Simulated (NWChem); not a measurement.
Extrapolating the UMP2 correlation energy of oxygen (O2)

```
O
O 1 1.2000
```
Charge 0, spin multiplicity 3.

Everything below was run with NWChem. All single points use one geometry, from UB3LYP/def2-SVP, a minimum by its harmonic frequencies.

The correlated methods keep 2 core orbitals frozen. The unpaired electrons of the parent sit in orbitals of symmetry b2g and b3g (D2h labels of the run); other states weren't searched. The stability of the SCF solutions was not checked. Open-shell Hartree-Fock references start from PBE0 orbitals; any time given for them includes that run.

Worked example. The UMP2 correlation energy is -433.01 mHa in cc-pVTZ and -466.34 mHa in cc-pVQZ. The form E(X) = E∞ + A/X³ turns the pair into an estimate of the basis-set limit.

E∞ = (4³·(-466.34) − 3³·(-433.01))/(4³ − 3³) = -490.7 mHa. The larger basis holds 95 % of that, at about 4 times the processor time of the smaller one. This is a two-point estimate.
